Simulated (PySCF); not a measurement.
Species: C₂H₃, net charge 0, doublet state. It need not be the lowest isomer of its formula. 
Coordinates optimised at B3LYP-D3(BJ)/def2-TZVP (Ansatz):
```xyz
5

C      0.0510    -0.5838    -0.0118
C      0.0446     0.7173     0.0179
H     -0.8735    -1.1638    -0.0541
H      0.9720    -1.1602     0.0038
H     -0.6722     1.5232     0.0139
```
Charge 0, spin multiplicity 2.

Dispersion corrections to the total energy (kcal/mol) from the dftd3 and dftd4 libraries through PySCF: D3(BJ) without and D4 with the three-body term, each with the damping fitted for the functional named.

```csv
functional,D3(BJ),D4
TPSSh,-1.24,-1.13
PBE0,-0.93,-0.75
B2GP-PLYP,-0.60,…
HF,-12.10,…
r2SCAN,-0.28,-0.21
B2PLYP,-0.84,…
PBE,-1.14,-0.93
```

Question: Some entries are withheld; supply them.

Answer: 
- B2GP-PLYP, D4: -0.37
- HF, D4: -4.12
- B2PLYP, D4: -0.64
